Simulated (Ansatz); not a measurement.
A nudged elastic band was laid between two geometries of CH5B + ClH (9 atoms, charge 0, multiplicity 1).

Computed with RKS PBE/def2-SVP in Ansatz 0.2.0.

```
movable images  : 7
climbing image  : yes
spring          : 5.0 eV/Å²
optimiser       : quadratic models (default)
start path      : through a guess of the saddle point
force threshold : 0.05 eV/Å
iteration limit : 60
end points      : relaxed
```

Image 0:

```xyz
9
Properties=species:S:1:pos:R:3
B -0.111 0.133 0.086
H -0.210 0.236 1.311
H 0.993 0.332 -0.385
C -1.401 0.036 -0.782
H -2.261 -0.472 -0.303
H -1.705 1.107 -0.905
H -1.243 -0.358 -1.805
Cl 0.437 -2.516 0.819
H 0.155 -1.421 1.493
```

Image 8:

```xyz
9
Properties=species:S:1:pos:R:3
B 0.027 -0.634 -0.748
H -0.077 0.195 3.093
H 1.030 -0.003 -1.020
C -1.407 -0.108 -1.059
H -2.231 -0.809 -0.826
H -1.562 0.832 -0.480
H -1.471 0.206 -2.124
Cl 0.298 -2.188 0.050
H 0.048 -0.416 2.642
```

Problem. What changes between the two ends?

Solution. Bonds broken: B1–H2, Cl8–H9. Bonds formed: B1–Cl8, H2–H9. CH5B + ClH becomes CH4BCl + H2.

Problem. Give the energies along the band, and the barrier.

Solution. The run converged. The highest image is number 2 of 0 to 8, 1.7 kcal/mol above the first end and 21.6 kcal/mol above the last; the last end lies 19.9 kcal/mol below the first. A vibrational analysis at the climbing image gives one clearly imaginary mode, 353i cm⁻¹: a first-order saddle point. The orbitals stay closed-shell, which can raise the energy where a bond breaks towards radicals; this wasn't checked here.

```tsv
image	path coordinate (Å)	energy (kcal/mol)	B1–H2 (Å)	Cl8–H9 (Å)	B1–Cl8 (Å)
0	0.00	0.0	1.23	1.32	2.80
1	0.33	0.6	1.25	1.35	2.54
2	0.66	1.7	1.28	1.46	2.25
3	1.27	-8.2	1.53	1.99	1.90
4	1.87	-15.5	2.08	2.49	1.79
5	2.47	-18.7	2.63	2.92	1.77
6	3.08	-19.7	3.15	3.18	1.77
7	3.68	-19.9	3.54	3.20	1.77
8	4.28	-19.9	3.93	3.15	1.77
```

Problem. What is the geometry of the highest image?

Solution. 
```xyz
9
Properties=species:S:1:pos:R:3
B -0.057 -0.099 0.113
H -0.201 0.105 1.369
H 1.034 0.280 -0.253
C -1.382 -0.013 -0.727
H -2.249 -0.531 -0.273
H -1.651 1.064 -0.820
H -1.242 -0.393 -1.760
Cl 0.363 -2.268 0.560
H 0.040 -1.069 1.320
```

Problem. What are the harmonic wavenumbers there?

Solution. 353i, 190, 214, 523, 620, 725, 762, 923, 976, 999, 1122, 1275, 1284, 1376, 1394, 1613, 2225, 2596, 2964, 3046, 3080 cm⁻¹.

The band took 18 iterations and about 3 core-minutes.

Run time: 3.2 min on 1 thread of Arm Neoverse V2 (shared host), peak memory 0.13 GiB.
